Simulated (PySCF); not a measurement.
# SiNH2Cl (SMILES N[Si]Cl): levels of theory compared

Aim: a comparison of 6 runs (HF/3-21G, HF/def2-TZVP, HF/pcseg-2, B3LYP/6-31G*, BP86/6-31+G*) of SiNH2Cl. 

The calculation is run with PySCF 2.14.0.

## 1. The structure to begin with

The species is SiNH2Cl (5 atoms), meant as a singlet with charge 0. SMILES: `N[Si]Cl`. Geometry: relaxed at PBE0-D4/def2-TZVP. This is one conformer, not always the lowest.

Bond lengths: N1–Si2 1.701 Å, Si2–Cl3 2.104 Å, N1–H4 1.009 Å, N1–H5 1.010 Å. Angles: N1–Si2–Cl3 98.2°, Si2–N1–H4 121.0°, Si2–N1–H5 126.0°, H4–N1–H5 113.0°.

## 2. Energy and gradient at HF/3-21G (run 1)

Contents of input.py:

```python
from pyscf import gto, scf

system = gto.M(
    atom='''
N       -0.148200       0.583400      -0.233900
Si      -0.116200      -0.341800       1.192600
Cl       0.649000      -2.124500       0.377300
H       -0.473300       1.538600      -0.227400
H        0.138600       0.270600      -1.150000
''',
    spin=0,
    max_memory=1860,
    charge=0,
    verbose=4,
    basis='3-21g',
)

myscf = scf.RHF(system)
myscf.conv_tol = 1e-10
myscf.kernel()
if not myscf.converged:
    myscf = myscf.newton().run(myscf.mo_coeff, myscf.mo_occ)

e_tot = myscf.e_tot
print(f'total energy: {e_tot:.8f} hartree')
grad = myscf.nuc_grad_method().kernel()
dip = myscf.dip_moment()
pop, q = myscf.mulliken_pop()
```

Command:

```sh
$ OMP_NUM_THREADS=1 python input.py
```

The program printed:

```text
PySCF version 2.14.0

[... 59 lines left out ...]
converged SCF energy = -800.070860899843
total energy: -800.07086090 hartree
[... 11 lines left out ...]
Dipole moment(X, Y, Z, Debye): -1.07511,  3.77734, -1.04091
[... 45 lines left out ...]
charge of    4H =      0.36574
```

Wall time 1.4 s (1 thread of Intel Xeon at 2.70GHz, shared host); peak memory 0.12 GiB.

## 3. Energy and gradient at HF/def2-TZVP (run 2)

Contents of input.py:

```python
from pyscf import gto

system = gto.Mole()
system.atom = '''
N   -0.148200   0.583400  -0.233900
Si  -0.116200  -0.341800   1.192600
Cl   0.649000  -2.124500   0.377300
H   -0.473300   1.538600  -0.227400
H    0.138600   0.270600  -1.150000
'''
system.charge = 0
system.spin = 0
system.verbose = 4
system.basis = 'def2-tzvp'
system.max_memory = 1860
system.build()

calc0 = system.RHF()
calc0.conv_tol = 1e-10
calc0.kernel()
if not calc0.converged:
    calc0 = calc0.newton().run(calc0.mo_coeff, calc0.mo_occ)

e_tot = calc0.e_tot
print('E(%s) = %.9f' % ('HF', e_tot))
grad = calc0.nuc_grad_method().kernel()
calc0.analyze()
```

Command:

```sh
$ OMP_NUM_THREADS=1 python input.py
```

The program printed:

```text
PySCF version 2.14.0

[... 94 lines left out ...]
MO #12  energy= -1.16597012266264  occ= 2
[... 20 lines left out ...]
MO #33  energy= 0.43549344005108   occ= 0
[... 20 lines left out ...]
MO #54  energy= 1.24534251263921   occ= 0
[... 20 lines left out ...]
MO #75  energy= 2.20839372936347   occ= 0
[... 20 lines left out ...]
MO #96  energy= 3.63037338570667   occ= 0
[... 20 lines left out ...]
MO #117 energy= 32.9824312704843   occ= 0
[... 125 lines left out ...]
Dipole moment(X, Y, Z, Debye): -0.58362,  2.40956, -1.18184
```

Wall time 18 s (1 thread of Intel Xeon at 2.70GHz, shared host); peak memory 0.3 GiB.

## 4. Energy and gradient at HF/pcseg-2 (run 3)

Contents of input.xyz:

```xyz
5

N     -0.148200     0.583400    -0.233900
Si    -0.116200    -0.341800     1.192600
Cl     0.649000    -2.124500     0.377300
H     -0.473300     1.538600    -0.227400
H      0.138600     0.270600    -1.150000
```

Contents of job.py:

```python
import pyscf.grad
from pyscf import gto, scf

molecule = gto.M(
    atom='input.xyz',
    verbose=4,
    basis='pcseg-2',
    max_memory=1860,
)

myscf = scf.RHF(molecule)
myscf.conv_tol = 1e-10
myscf.kernel()
if not myscf.converged:
    myscf = myscf.newton().run(myscf.mo_coeff, myscf.mo_occ)

energy = myscf.e_tot
print('E(%s) = %.9f' % ('HF', energy))
grad = myscf.Gradients().kernel()
myscf.analyze()
```

Command:

```sh
$ OMP_NUM_THREADS=1 python job.py
```

The program printed:

```text
PySCF version 2.14.0

[... 93 lines left out ...]
MO #11  energy= -4.25511528272512  occ= 2
[... 22 lines left out ...]
MO #34  energy= 0.493082848058838  occ= 0
[... 22 lines left out ...]
MO #57  energy= 1.37334547262978   occ= 0
[... 22 lines left out ...]
MO #80  energy= 2.64115296078702   occ= 0
[... 22 lines left out ...]
MO #103 energy= 4.52370508013446   occ= 0
[... 22 lines left out ...]
MO #126 energy= 32.8900707121002   occ= 0
[... 134 lines left out ...]
Dipole moment(X, Y, Z, Debye): -0.65485,  2.54831, -1.05925
```

Run time: 26 s. Hardware: 1 thread of Intel Xeon at 2.70GHz, shared host; peak memory 0.36 GiB.

Runs 4 to 5 aren't shown in full; the table further down has their settings and results.

## 5. Energy and gradient at BP86/6-31+G(d) (spherical functions) (run 6)

Contents of job.py:

```python
# N[Si]Cl
import pyscf.grad
from pyscf import gto, dft

mol = gto.M(
    atom='''
N   -0.148200   0.583400  -0.233900
Si  -0.116200  -0.341800   1.192600
Cl   0.649000  -2.124500   0.377300
H   -0.473300   1.538600  -0.227400
H    0.138600   0.270600  -1.150000
''',
    max_memory=1860,
    charge=0,
    verbose=4,
    basis='6-31+g*',
    spin=0,
)

calc0 = dft.RKS(mol, xc='bp86')
calc0.conv_tol = 1e-10
calc0.grids.level = 5
calc0.kernel()
if not calc0.converged:
    calc0 = calc0.newton().run(calc0.mo_coeff, calc0.mo_occ)

e_final = calc0.e_tot
print('Final energy', e_final)
grad = calc0.Gradients().kernel()
dip = calc0.dip_moment()
pop, q = calc0.mulliken_pop()
```

Command:

```sh
$ OMP_NUM_THREADS=1 python job.py
```

The program printed:

```text
PySCF version 2.14.0

[... 76 lines left out ...]
converged SCF energy = -805.732705819434
Final energy -805.732705819434
[... 12 lines left out ...]
Dipole moment(X, Y, Z, Debye): -0.62128,  2.58172, -1.28664
[... 72 lines left out ...]
charge of    4H =      0.40336
```

Wall time 21 s (1 thread of Intel Xeon at 2.70GHz, shared host); peak memory 0.65 GiB.

## 6. All runs side by side

```
run                               level  integration grid  Cartesian functions  energy (Eh)  dipole moment (D)  HOMO energy (eV)  LUMO energy (eV)  wall time
  1                            HF/3-21G                 –                   no  -800.070861               4.06             -9.74              1.51      1.4 s
  2                        HF/def2-TZVP                 –                   no  -804.151113               2.75             -9.60              1.58       18 s
  3                          HF/pcseg-2                 –                   no  -804.148135               2.84             -9.67              1.40       26 s
  4  B3LYP/6-31G* (spherical functions)                 5                   no  -805.689669               3.18             -6.87             -1.58       14 s
  5  B3LYP/6-31G* (Cartesian functions)                 5                  yes  -805.695889               3.18             -6.87             -1.58       20 s
  6  BP86/6-31+G* (spherical functions)                 5                   no  -805.732706               2.95             -6.24             -2.55       21 s
```

## 7. Results

```
                       quantity          value
            run 6: total energy  -805.73271 Eh
           run 6: dipole moment         2.95 D
             run 6: HOMO energy       -6.24 eV
             run 6: LUMO energy       -2.55 eV
           run 6: HOMO–LUMO gap        3.69 eV
run 6: largest force on an atom     1.146 eV/Å
```

In words: The dipole moment (its size) runs from 2.75 D (HF/def2-TZVP) to 4.06 D (HF/3-21G). The HOMO–LUMO gap runs from 3.69 eV (BP86/6-31+G*) to 11.26 eV (HF/3-21G). The two ends differ in method and basis. Totals of different functionals can't be ranked against each other. All runs together took 100 s, the longest 26 s.
